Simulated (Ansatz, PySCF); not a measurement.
Molecule: HOCl, charge 0, multiplicity 1. SMILES: ClO
Geometry from a B3LYP-D3(BJ)/def2-TZVP (Ansatz, a program for electronic structure) optimisation:
```xyz
3

O      0.0220     1.1044    -0.0012
H     -0.9233     1.3146     0.0160
Cl     0.0439    -0.5970    -0.0004
```
Charge 0, spin multiplicity 1.

Wanted: vertical triplet-singlet gap, E(triplet) - E(singlet), in eV. Conventions: non-relativistic; UHF or UKS for open shells; dispersion terms only where a functional's name holds one; each state is the SCF solution reached for its charge and spin; no spin-orbit coupling. Ab initio and DFT rows: single points at B3LYP-D3(BJ) geometries (Ansatz). Levels can end on unlike triplets.

```tsv
species	coefficient	E at B3LYP/STO-3G (Ansatz), Eh	E at M06-2X/def2-TZVPD (PySCF), Eh
charge 0, triplet	+1	-529.74553	-535.83749
charge 0, singlet	-1	-529.87488	-535.96034
```

 1 Eh = 27.2114 eV.

### Question
Compute it at each level from the table.

### Answer

- B3LYP/STO-3G: the sum of coefficient times E is 0.12935 Eh, or 3.520 eV. Result: 3.52 eV.
- M06-2X/def2-TZVPD: the sum of coefficient times E is 0.12285 Eh, or 3.343 eV. Result: 3.34 eV.
